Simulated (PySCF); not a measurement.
**Heteronuclear NMR**

Numbering as in the mapped SMILES `[CH3:1][n:2]1[cH:3][n:4][n:5][cH:6]1` (H(Xn): hydrogen on atom n).

Calculated, not measured (PySCF 2.14.0 with density-fitted response routines): GFN2-xTB geometry, NMR shieldings at PBE0/pcSseg-1/GIAO, couplings computed with B3LYP/pcJ-1 (spin–dipole term only in couplings to heteroatoms). Single conformer, no relativistic terms, one averaged value for each set of equivalent atoms, isolated molecule.

Question: What are the 15N shifts?

Answer: 
```csv
atoms,environment,σ (ppm),δ (ppm)
N4/N5,pyridine-type nitrogen of an azole,-102.7,-53.4
N2,pyrrole-type ring nitrogen,81.0,-222.7
```

Shieldings were converted by a linear fit to measured shifts: 15N (scatter 6.3 ppm rms vs CH3NO2, solution or neat liquid). A few per cent of atoms miss by over 2 rms, more outside the fitted compound classes. Couplings are scaled by factors fitted to measured values: 2J(H,H) × 0.95 (rms 1.3 Hz); all others are unscaled and can be 10–30 % off.

Couplings (the largest are listed; each averaged over equivalent pairs): 1J(N4,N5) = -21.2 Hz, 1J(N2,C3) = -13.4 Hz, 1J(C1,N2) = -13.1 Hz, 1J(C3,N4) = 4.8 Hz, 2J(N4,H(C3)) = -12.7 Hz, 2J(N2,H(C3)) = -9.5 Hz, 2J(C3,N5) = 3.1 Hz, 3J(N4,H(C6)) = -2.4 Hz. Signs are for 15N, whose magnetogyric ratio is negative.

On a 300 MHz spectrometer 15N resonates near 30.4 MHz, so 1 ppm is 30.4 Hz.
